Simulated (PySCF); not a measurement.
Shieldings and the share of exact exchange

Molecule: SMILES CO[C@H](F)CF, C₃H₆F₂O.

Geometry:
```json
{"atom": "C1", "x (Å)": "1.737", "y (Å)": "-0.668", "z (Å)": "0.238"}
{"atom": "O2", "x (Å)": "0.754", "y (Å)": "0.322", "z (Å)": "0.069"}
{"atom": "C3", "x (Å)": "-0.496", "y (Å)": "-0.151", "z (Å)": "-0.180"}
{"atom": "F4", "x (Å)": "-0.580", "y (Å)": "-0.668", "z (Å)": "-1.457"}
{"atom": "C5", "x (Å)": "-1.488", "y (Å)": "0.985", "z (Å)": "-0.093"}
{"atom": "F6", "x (Å)": "-1.597", "y (Å)": "1.411", "z (Å)": "1.199"}
{"atom": "H7", "x (Å)": "1.482", "y (Å)": "-1.347", "z (Å)": "1.073"}
{"atom": "H8", "x (Å)": "1.871", "y (Å)": "-1.265", "z (Å)": "-0.679"}
{"atom": "H9", "x (Å)": "2.680", "y (Å)": "-0.157", "z (Å)": "0.473"}
{"atom": "H10", "x (Å)": "-0.768", "y (Å)": "-0.973", "z (Å)": "0.515"}
{"atom": "H11", "x (Å)": "-2.468", "y (Å)": "0.633", "z (Å)": "-0.455"}
{"atom": "H12", "x (Å)": "-1.136", "y (Å)": "1.811", "z (Å)": "-0.732"}
```

GIAO shieldings (ppm, equivalent atoms averaged) in PySCF 2.14 on the PBE0-D3(BJ)/def2-SVP geometry, basis pcSseg-2, gas phase, non-relativistic:

| functional | exact exchange (%) | σ(C3) | σ(C5) | σ(C1) | σ(O2) |
| --- | --- | --- | --- | --- | --- |
| BLYP | 0 | 54.7 | 85.7 | 114.7 | 231.7 |
| BP86 | 0 | 60.0 | 91.1 | 119.3 | 238.4 |
| PBE | 0 | 60.0 | 91.0 | 119.5 | 237.6 |
| B3LYP | 20 | 62.5 | 92.3 | 120.3 | 245.2 |
| PBE0 | 25 | 69.2 | 98.7 | 125.9 | 253.5 |
| BHandHLYP | 50 | 73.1 | 100.8 | 127.4 | 261.6 |
| HF | 100 | 90.2 | 114.2 | 138.1 | 284.9 |

Q: Fit each shielding as a line in the percentage of exact exchange.

A: σ(C3) = 58.3 + 0.32 x (rms 2.2 ppm); σ(C5) = 89.4 + 0.25 x (rms 2.2 ppm); σ(C1) = 118.0 + 0.20 x (rms 1.9 ppm); σ(O2) = 236.7 + 0.49 x (rms 2.7 ppm). The functionals also differ in their semilocal parts, which the line can't hold; Hartree–Fock has no correlation at all.

Q: What does the line predict for mPW1PW91 (25 %), and what does the run give?

A: σ(C3): 66.3 predicted, 68.7 computed; σ(C5): 95.7 predicted, 98.2 computed; σ(C1): 123.0 predicted, 125.2 computed; σ(O2): 248.9 predicted, 253.4 computed ppm.
